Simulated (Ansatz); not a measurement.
# LiPH2+ (quartet): the correlation ladder, def2-QZVPP

One table from this session's results is given with a row withheld; the runs are named, their logs left out.

Program: Ansatz 0.2.0, Gaussian basis. Level of theory: def2-QZVPP, core rule «outside noble gas», up to 6 orbitals frozen. These are calculated values, not measurements.

To be run: UHF; ROHF; CCSD(T) on UHF.

2 further runs of the same task are left out: 2 set aside as unsound or not needed.

## What is computed

The geometry is a PBE0/def2-TZVP stationary point (not a proven minimum) of the parent state, kept for this charge and spin.

4 atoms, charge 1, spin multiplicity 4.

Atoms are counted from 1 here; the program's logs count them from 0.

Bond lengths: P1–H3 1.430 Å, P1–H4 1.420 Å. Angles: H3–P1–H4 93.2°.

As a file:

```
P     0.0000    0.0273    0.4890
Li    0.0000   -0.0011   -2.5774
H     0.0000    0.5043    1.8369
H     0.0000   -1.3360    0.8868
```

The first run:

The input, in.yaml:

```yaml
crystal:
  periodic: [false, false, false]
  atoms:
    - {symbol: P, position_ang: [0.000000, 0.027316, 0.488956]}
    - {symbol: Li, position_ang: [0.000000, -0.001113, -2.577448]}
    - {symbol: H, position_ang: [0.000000, 0.504297, 1.836882]}
    - {symbol: H, position_ang: [0.000000, -1.336050, 0.886751]}
basis:
  gaussian: {orbitals: "def2-QZVPP.json"}
total_charge: 1
magnetization: {spin_polarized: true, initial_magnetization: 3}
hamiltonian: {xc: hf}
output: {orbitals: {seedname: orbitals}}
```

Command:

```console
> ansatz run in.yaml --threads 1 --pin off --events-out ev --progress --plain --max-ram 2393MiB
```

Among the steps run: UHF; ROHF; CCSD(T) on UHF.

One table of the session follows, with a row left open; its other results are not shown here.

```
  method  from UCCSD(T) (kcal/mol)
    ROHF                    +96.23
     UHF                    +93.64
    UMP2                         ?
   UCCSD                     +3.30
UCCSD(T)                         0
```

Q: Estimate the row for UMP2 from the others.

**Answer.** from UCCSD(T) (kcal/mol): +18.43. In the column «from UCCSD(T) (kcal/mol)» it lies between UCCSD (+3.30) and UHF (+93.64).
